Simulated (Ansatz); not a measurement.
Geometry optimisation, RKS PBE-D4/def2-SVP (Ansatz 0.2.0).

Input:

```yaml
crystal:
  periodic: [false, false, false]
  atoms:
    - { symbol: B, position_ang: [0.0, 0.0, 0.0] }
    - { symbol: H, position_ang: [0.0, 0.0, 1.19] }
    - { symbol: Cl, position_ang: [1.6108, 0.0, -0.93] }
    - { symbol: C, position_ang: [-1.3856, 0.0, -0.8] }
    - { symbol: H, position_ang: [-1.9458, -0.9305, -0.5708] }
    - { symbol: H, position_ang: [-1.9898, 0.8797, -0.4946] }
    - { symbol: H, position_ang: [-1.1839, 0.0508, -1.8903] }
basis:
  gaussian: { orbitals: def2-SVP }
hamiltonian:
  xc: pbe
  dispersion: d4
relax:
  f_tol: 0.02
  max_steps: 40
```

Run as:

```bash
$ ansatz run input.yaml --threads 1 --pin off --max-ram 2048MiB --backend cpu --events-out ev --progress --plain --runs-dir out
```

**Question.** Where does it end, and by what steps?

**Answer.** The run converged. After 4 steps the energy has fallen by 0.159 eV; Cl3 moved furthest, 0.09 Å.

```csv
step,energy less start (eV),largest force component (eV/Å),accepted
0,0.0000,1.726,yes
1,-0.1300,0.860,yes
2,-0.1578,0.182,yes
3,-0.1589,0.071,yes
4,-0.1593,0.005,yes
```

```xyz
7
Properties=species:S:1:pos:R:3
B -0.003 0.001 -0.036
H 0.036 -0.013 1.180
Cl 1.562 0.006 -0.849
C -1.345 0.006 -0.829
H -1.927 -0.901 -0.546
H -1.972 0.858 -0.486
H -1.245 0.043 -1.930
```

Whether the end is a true minimum wasn't checked by a vibrational analysis.

Time of the run: 9.9 s on 1 thread of Arm Neoverse V1, on a shared host, peak memory 0.12 GiB.
